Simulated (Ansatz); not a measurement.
## Exact exchange and the vertical ionisation energy of F2 (fluorine)

F2: 2 atoms, total charge 0, spin state singlet. As SMILES, `FF`. Geometry: relaxed at PBE0-D4/def2-TZVP.

The vertical ionisation energy (to the doublet cation) y, in eV, basis cc-pVTZ; a is the functional's share of exact exchange. Programs: Ansatz 0.2.0.

| functional | program | a | y (eV) |
| --- | --- | --- | --- |
| BLYP | Ansatz | 0 | 15.11 |
| revPBE | Ansatz | 0 | 15.03 |
| B3LYP | Ansatz | 0.2 | ? |
| r2SCAN0 | Ansatz | 0.25 | 15.85 |
| PBE0 | Ansatz | 0.25 | 15.66 |
| BHLYP | Ansatz | 0.5 | 16.13 |

Task: Fit y = c + s·a to the known rows and predict B3LYP.

Result: 
1. Means of the 5 rows: a = 0.2000, y = 15.556.
2. Σ(Δa)² = 0.175, Σ(Δa·Δy) = 0.3865, so the slope is 0.3865/0.175 = 2.2086.
3. Intercept: 15.556 − (2.2086) × 0.2000 = 15.114. The largest residual of the fit is 0.18.
4. B3LYP: 15.114 + (2.2086) × 0.2 = 15.56 eV.

The run gave 15.72 eV, so the prediction is off by -0.16 eV, within the scatter of the fit. The rows mix families of semi-local functionals, which the line can't see.
